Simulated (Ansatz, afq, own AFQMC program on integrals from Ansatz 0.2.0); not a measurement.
Integrals from Ansatz 0.2.0, then the random walk in our own AFQMC program (afq).

```yaml
crystal:
  periodic: [false, false, false]
  atoms:
    - {symbol: B, position_ang: [0.000000, 0.000000, 0.000000]}
    - {symbol: H, position_ang: [0.000000, 0.000000, 1.262771]}
basis:
  gaussian: {orbitals: aug-cc-pVDZ}
total_charge: -1
magnetization: {spin_polarized: true, initial_magnetization: 3}
correlation: {method: ccsd_t, electrons: outside_noble_gas, hamiltonian_folder: ham}
```

```sh
$ ansatz run in.yaml --threads 1 --pin off --events-out ev --progress --plain --max-ram 15360MiB --backend cuda --devices 0, --max-vram 18GiB
```

Options of the walk:

```
--method phaseless --trial hf --walkers 20 --populations 1 --least-time 40 --time-step 0.04 --steps-per-block 5 --equilibration-blocks 30 --max-blocks 300 --target-error 0.00054 --factor-cut 1e-05 --start spin_pure --seed 7001 --taylor-order 6
```

Times are imaginary, in 1/Eh. The walk had a cap of 60 s.

afq prints:

```
orbitals 31  electrons 4 1  factors 219 of 315
reference energy -25.10982941 Eh
CCSD correlation -0.07629987 Eh in 11 cycles, weight of the determinant in the CISD state 0.9347
energy of the start -25.109861 Eh
 block  time / (1/Eh)  mean weight  energy / Eh
     1     0.200  0.9975  -25.129719
     2     0.400  0.9887  -25.137816
     3     0.600  1.0341  -25.146727
     4     0.800  0.9904  -25.168677
     5     1.000  1.0077  -25.177453
     7     1.400  1.0152  -25.178016
     9     1.800  0.9845  -25.178826
    17     3.400  1.0224  -25.163239
    33     6.600  0.9923  -25.173716
    49     9.800  1.0018  -25.182434
    65    13.000  1.0034  -25.172756
    81    16.200  1.0031  -25.177139
    97    19.400  1.0106  -25.178810
   105    21.000  0.9918  -25.159210
   113    22.600  0.9884  -25.175835
   129    25.800  0.9903  -25.184990
   145    29.000  1.0094  -25.165659
   161    32.200  0.9978  -25.175485
   177    35.400  1.0059  -25.192036
   193    38.600  1.0103  -25.182563
   201    40.200  1.0217  -25.242405
   209    41.800  0.9967  -25.206066
   225    45.000  1.0006  -25.227632
   241    48.200  1.0052  -25.188951
   257    51.400  0.9741  -25.176477
   273    54.600  1.0179  -25.184007
   289    57.800  0.9985  -25.182677
   305    61.000  1.0051  -25.195085
   321    64.200  1.0163  -25.190444
   329    65.800  0.9938  -25.180696
blocks merged  error / Eh  count
     1  0.001012  300
     2  0.001304  150
     4  0.001650  75
     8  0.002219  37
    16  0.002505  18
    32  0.002993  9
energy -25.184619 +/- 0.002505 Eh
(rows thinned)
```

The run failed at least one of its tests; the cautions name the faults.

Against this walk (error 68.2 meV) on the same determinant: CCSD(T) 101.5 meV lower (within the noise), CCSDT(Q) 123.7 meV lower (within the noise), CCSDTQ 124.1 meV lower (within the noise), full CI 124.2 meV lower (within the noise), a separate phaseless walk with a CISD trial and standard settings 113.7 ± 68.2 meV lower (within the noise). The error is statistical and leaves out the bias of the constraint.

Cautions: constraint bias not in the error; error above the target (68.2 against 14.7 meV); another spin lies lower (by 796 meV); at this level and basis the anion state lies above a neutral one; so few walkers bias the energy; the time-step error isn't removed.

The walk took 13 s on 1 × NVIDIA H100 80GB HBM3 with 2 threads of AMD EPYC 7R13 Processor (Zen 3) (shared host) (the card was shared). The log's last line is the phaseless energy.

CCSDT and higher add their correlation energy to the determinant of the CCSD(T) run, since their own runs factorise the integrals more tightly (a shift of under 2 meV). A walk keeps the symmetry of its determinant, which the program's search chose and which needn't be the lowest solution, so a lower state of the same spin and another symmetry isn't excluded.
